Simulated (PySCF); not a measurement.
Molecule: `C=CC1=CC1`, C5H6.

Bonds (- single, = double, # triple, : aromatic): C1=C2, C2-C3, C3=C4, C4-C5, C5-C3. C1 carries H6, H7; C2 carries H8; C4 carries H9; C5 carries H10, H11. H6 is cis to C3; H7 is trans to C3.

Frames of a GFN2-xTB Langevin trajectory at 400 K; GIAO PBE0/pcSseg-1 shieldings in PySCF, gas phase, non-relativistic; equivalent atoms averaged within each frame.

References, each an isolated molecule treated in the same way: $^{13}$C (σref 186.93), $^{1}$H (σref 31.72) against TMS. The references are static minima.

Question: How do the shifts (ppm) fluctuate along the trajectory?

Answer: 
```csv
time (fs),C2,C3,C1,C4,C5,H8,H9,H7,H6,H10/H11
250,140.1,139.1,137.2,109.6,12.1,8.82,6.05,5.76,5.71,1.76
425,141.3,136.4,136.5,120.4,12.0,7.39,7.63,5.86,5.69,1.69
625,138.0,126.9,144.0,116.5,11.2,7.48,7.70,7.11,6.12,1.71
800,127.8,130.4,135.2,108.0,10.3,6.40,6.70,6.59,7.18,1.78
1000,138.5,122.1,142.9,113.6,5.9,6.75,7.26,7.12,5.86,1.25
mean of frames,137.2,131.0,139.2,113.6,10.3,7.37,7.07,6.49,6.11,1.64
standard deviation,5.4,6.9,4.0,5.0,2.6,0.93,0.69,0.66,0.62,0.22
```

5 frames give an uncertainty of the mean of about the standard deviation over 2.2 at best, since frames this close in time may not be independent; classical motion lacks zero-point vibration, and the reference would need the same averaging.
